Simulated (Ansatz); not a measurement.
Z-matrix (Å, degrees):
```
Al
F 1 1.6274
F 1 1.6274 2 120.01
F 1 1.6274 2 120.00 3 179.99
```
Charge 0, multiplicity 1.

The numbers are results of frozen-core CCSD(T)/cc-pVQZ // CAM-B3LYP-D3(BJ)/def2-TZVP run with Ansatz (a first-principles code), not measurements.

```yaml
HF energy: -540.63296 Ha
MP2 correlation energy: -0.90760 Ha
```

Question: Estimate the CCSD correlation energy, the (T) correction, the total energy and the T1 diagnostic.

Answer: 
The CCSD correlation energy is -0.89946 Ha and the (T) correction is -0.02731 Ha. The CCSD(T) total energy comes out as -541.55973 Ha and the T1 diagnostic comes out as 0.012.
